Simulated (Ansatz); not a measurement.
Basis-set extrapolation for `C1CSC1` (PBE0-D4/def2-TZVP geometry, frozen core, Ansatz). Multiplicity 1, RHF reference.

|  | def2-TZVPP | def2-QZVPP |
| --- | --- | --- |
| HF | -514.654888 | -514.671543 |
| MP2 correlation | -0.686969 | -0.734473 |
| CCSD(T) correlation | -0.762423 | not run |

Energies in hartree. Use E(X) = E(∞) + A·exp(−7.88·√X) for Hartree–Fock and E(X) = E(∞) + B·X^(−2.97) for correlation, with X = 3 and 4, and add CCSD(T) minus MP2 of the smaller set to the MP2 limit.

Problem. What is the CCSD(T) energy at the basis-set limit?

Solution. HF limit: -514.671543 + (-0.016655) × 0.13774 = -514.67384. MP2 limit: -0.734473 + (-0.047504) × 0.74074 = -0.76966. Higher-order term: -0.762423 − (-0.686969) = -0.07545. Total: -515.51895 hartree, 63.8 kcal/mol below CCSD(T)/def2-TZVPP.
